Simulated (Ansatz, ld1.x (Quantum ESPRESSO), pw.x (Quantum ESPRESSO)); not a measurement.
## cerium: one change to the TM potential, in the atom and in the sc crystal

ld1.x (Quantum ESPRESSO) 7.5 input, shortened:

```
&input
   title='Ce', zed=58., rel=1, dft='PBESOL', iswitch=3,
   config='[Xe] 4f1 5d1 6s2 6p0'
 /
 &inputp
   pseudotype=2, tm=.true., lloc=0,
   nlcc=.false.
 /
4
6P  2  1   0.00   0.00  4.20  4.20  0.0
5D  3  2   1.00   0.00  3.20  3.20  0.0
4F  4  3   1.00   0.00  1.80  1.80  0.0
6S  1  0   2.00   0.00  3.05  3.05  0.0
 &test
   configts(1)='4f1 5d1 6s2 6p0'
 /
```

Change: wave 5d (bound): rc 3.20 bohr becomes 5d (bound): rc 3.54 bohr.

Cutoffs, loose and tight: the cutoffs (Ry, on a coarse ladder) from which the occupation-weighted sum of valence levels, in a spherical-Bessel basis at the reference potential, stays within 10 and 1 mRy of its value at 400 Ry. They do not see the model core or the augmentation charge, which bear on the density cutoff. Test errors are all-electron minus pseudo excitation energies from the reference, over the configurations 4f1 5d1 6s1 6p0; 4f1 5d1 6s0 6p0; 4f1 5d0 6s0 6p0; 4f1 5d1.5 6s1.5 6p0; 4f1 5d2 6s1 6p0; 4f1 5d0 6s2 6p1; 4f1 5d2 6s0 6p0; variants that change the core or the reference have their own tests.

Crystal test: sc Ce in pw.x 7.5, no spin, 11³ k-points, Fermi–Dirac smearing 0.01 Ry, cutoffs set for each file from its atomic test. The reference is all-electron LAPW (Ansatz 0.2.0) with the same functional, mesh and smearing; V0 and B0 come from Birch–Murnaghan fits to the pressures at five volumes. Errors are pseudo minus all-electron; Δ is the rms difference of the E(V) curves that follow from these fits, minima aligned, over ±6 % about the mean V0. Mesh and smearing are coarse, so the numbers serve the comparison and aren't converged zero-temperature values; the lattice is a test structure that the element need not adopt. Spin polarisation and strong correlation are left out, which matters for this element.

All-electron: a0 = 2.841 Å (V0 = 22.94 Å³/atom), B0 = 68.0 GPa.

Problem. Does the change bring the crystal closer to the all-electron result?

Solution. The mean pressure error goes from -8.86 to -9.19 GPa, a small move against the size of the error. Neither pressure curve crosses zero within the volumes sampled, so no fits are given.

```tsv
quantity	base	changed
outcome (atom)	generated	generated
cutoff, loose (atom)	100 Ry	100 Ry
cutoff, tight (atom)	120 Ry	120 Ry
bound ghosts (atom)	none	none
largest test error (meV) (atom)	+85 over the solved tests; 1 of 7 tests not solved or not reliable	+91 over the solved tests; 1 of 7 tests not solved or not reliable
cutoffs in pw.x (Ry)	145/580	145/580
mean pressure error (GPa)	-8.86	-9.19
```

Base: The largest radius (4.20 bohr) exceeds half the bond length (2.70 bohr), so the spheres overlap, which is one possible source of error among others. This is a poor potential for the solid. Atomic configuration tests: 1 of 7 tests not solved or not reliable. The logarithmic derivative shows an extra or strongly shifted pseudo pole above the reference energy (s near 1.55 Ry). Changed file: The largest radius (4.20 bohr) exceeds half the bond length (2.70 bohr), so the spheres overlap, which is one possible source of error among others. This is a poor potential for the solid. Atomic configuration tests: 1 of 7 tests not solved or not reliable. The logarithmic derivative shows an extra or strongly shifted pseudo pole above the reference energy (s near 1.55 Ry). The atomic cutoffs weigh occupied waves only.
